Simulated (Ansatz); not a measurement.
## Vacancy formation energy of some bcc solids

Method: r²SCAN in Ansatz (plane waves, PAW). References are values drawn from measurements at high temperature, some the midpoints of printed ranges; the computed ones are for finite supercells of unlike sizes.

Values in eV.

| solid | reference | r²SCAN | deviation (eV) |
|---|---|---|---|
| bcc Rb | 0.3† | 0.30 | 0.00 |
| bcc Nb | 2.65 (2.65–2.83) | 2.92 | +0.27 |
| bcc Na | 0.36† | 0.42 | +0.060 |
| bcc Li | 0.4† | 0.56 | +0.16 |
| bcc V | 2.15 | 2.65 | +0.50 |
| bcc K | 0.34† | 0.34 | 0.00 |

Over these 6 solids the mean deviation is +0.17 eV, the mean absolute deviation 0.17 eV (median 0.11 eV), and the worst case bcc V at +0.50 eV; the value is above the reference in 4 of 6 cases.

† marks references with one source in our tables, § those from which another value on file, of any temperature, differs by over 15 %.

Brackets give the range of our sources, which can hold other temperatures.

Differences are worked out from the printed values.

Each level is taken at its own relaxed cell. Ansatz's density-functional and Hartree–Fock values are scalar-relativistic unless marked +SOC, with PAW data made under PBE.

Not in this set, of the bcc solids with a reference value in our tables and a result at some level: 5 for sources at odds (antiferromagnetic bcc Cr, bcc Fe, bcc Mo, bcc Ta, bcc W). These can be a level's worst cases. Values held back for tests aren't counted. Layered and molecular crystals are counted apart. The metals Ce to Yb are counted apart.

References as tabulated in Riffe and Christensen (2024), arXiv:2406.09527; Mehl and Papaconstantopoulos (1996), arXiv:mtrl-th/9602003; Byggmästar et al. (2020), arXiv:2006.14365; Garrity and Choudhary (2023), arXiv:2112.11585.

Ansatz is a program for electronic structure.
